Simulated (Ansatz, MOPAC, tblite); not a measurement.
**C2H3F3 (1,1,1-trifluoroethane): the highest harmonic wavenumber at each level's own minimum, rung by rung**

C2H3F3, singlet, SMILES `CC(F)(F)F`. Each level relaxes the structure for itself.

Quantity: the highest harmonic wavenumber at each level's own minimum, in cm⁻¹. The values are calculated.

```tsv
level	kind	program	value (cm⁻¹)
GFN2-xTB	semi-empirical	tblite	3062
MNDO	semi-empirical	MOPAC	3355
MNDOD	semi-empirical	MOPAC	3355
GFN1-xTB	semi-empirical	tblite	3118
HF/STO-3G	Hartree–Fock	Ansatz	3770
HF/3-21G	Hartree–Fock	Ansatz	3330
HF/6-31G* (Cartesian functions)	Hartree–Fock	Ansatz	3330
PBE/def2-SVP	GGA	Ansatz	3117
PBE0-D4/def2-TZVP	global hybrid	Ansatz	3181
B3LYP/6-31G* (Cartesian functions)	global hybrid	Ansatz	3172
```

Harmonic and unscaled. The values span 3062 to 3770 cm⁻¹. Without the sets that lack polarisation functions the rows with a basis span only 3117 to 3330 cm⁻¹.
